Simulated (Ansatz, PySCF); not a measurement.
# Zinc-blende BP: smallest direct gap on the k points sampled by level of theory

No measured value is used here.

```tsv
level (code)	value (eV)	cell (Å³/atom)
PBE (Ansatz)	3.40	11.68
PBE-D4 (Ansatz)	3.44	11.42
r²SCAN (Ansatz)	[?]	11.68
HSE06 (Ansatz)	4.34	11.68
evGW@PBE (PySCF)	4.61 ± 0.05	11.68
```

### Question
Some entries are withheld; supply them.

### Answer

- r²SCAN (Ansatz, an electronic-structure program), value (eV): 3.60

At these levels the smallest gap is indirect and lower: PBE 1.24, PBE-D4 1.21, r²SCAN 1.41, HSE06 1.96, evGW@PBE 2.17 eV. Computed values are for a static lattice.  A ± on a computed value is a rough bar: the spread of its extrapolation, a floor set from checks against published values, or a statistical error. Values are at the measured cell; PBE-D4 at the level's own relaxed cell. Cutoffs and k meshes differ between the levels. Ansatz's density-functional and Hartree–Fock values are scalar-relativistic unless marked +SOC, with PAW data made under PBE.
